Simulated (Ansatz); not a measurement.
`C[SiH]` and `CC[SiH]` differ in one atom or group.

Ansatz, PBE0-D4/def2-TZVP geometries, multiplicity 1. 

| property | `C[SiH]` |
| --- | --- |
| LUMO energy (ωB97M-V/def2-TZVPP) / eV | -0.53 |
| vertical ionisation energy (CCSD(T)/CBS(def2)) / eV | 8.87 |
| size of the dipole moment (PBE/def2-TZVPP) / D | 1.18 |
| HOMO–LUMO gap (PBE/def2-TZVPP) / eV | 1.85 |
| LUMO energy (B3LYP/def2-TZVPP) / eV | -2.73 |
| LUMO energy (PBE0/def2-TZVPP) / eV | -2.53 |

Question: What does the change do to each property? (An estimate is asked.)

Answer: Computed: 
```tsv
property	`CC[SiH]`	shift
LUMO energy (ωB97M-V/def2-TZVPP) / eV	-0.49	0.04
vertical ionisation energy (CCSD(T)/CBS(def2)) / eV	8.71	-0.16
size of the dipole moment (PBE/def2-TZVPP) / D	1.28	0.10
HOMO–LUMO gap (PBE/def2-TZVPP) / eV	1.86	0.01
LUMO energy (B3LYP/def2-TZVPP) / eV	-2.66	0.07
LUMO energy (PBE0/def2-TZVPP) / eV	-2.46	0.07
```

The zero-point energy changes by 76.5 kJ/mol with +9 modes. Dipoles are sizes alone; their direction can turn.

B3LYP here is the variant with VWN-RPA as its local correlation; programs differ in this.
